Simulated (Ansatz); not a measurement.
Reaction (atomization): `[CH3][Al][NH2]`• → Al• + C• + 5 H• + N•

Isolated molecules relaxed with PBE0-D4/def2-TZVP in Ansatz; ΔE leaves out vibrations. CBS: MP2 limit from def2 TZ/QZ plus the TZ coupled-cluster correction, frozen cores. This one scheme is used for every species, atoms too. Functionals use def2-TZVPP. HSE06 is defined as in plane-wave codes. No spin–orbit coupling; open shells (•) take unrestricted orbitals. Spin–orbit coupling would lower the free atoms: a little for Al, C. One conformer a species, not always the lowest.

```
   level  ΔE (eV)
 PBE0-D4    27.64
HSE06-D4    27.66
BHLYP-D4    27.01
    BLYP    27.44
```

Problem. What does CCSD(T)/CBS give? (An estimate is asked.)

Solution. The calculation gave: +27.65 eV. The listed levels differ from it by -0.01, 0.01, -0.64, -0.21 eV.

Largest T1 diagnostic among the species: 0.018.

In def2-TZVPP, CCSD(T) changes the Hartree–Fock value by +6.80 eV (the triples alone add +0.35 eV) and MP2 by +7.09 eV; breaking electron pairs costs correlation energy, which Hartree–Fock lacks. Leaving LDA and LC-ωPBE aside and taking each functional with its dispersion term where it has one, the values, not all of them listed here, spread over 1.07 eV, from BHLYP-D4 to PBE-D4. LDA lies +3.29 eV from PBE without D4, its usual overbinding.

For atomizations the MP2-based limit and the directly extrapolated one differ by several kJ/mol either way, and by 10 to 25 for some Ge, Se and Sn compounds, so smaller differences from it don't rank the levels.
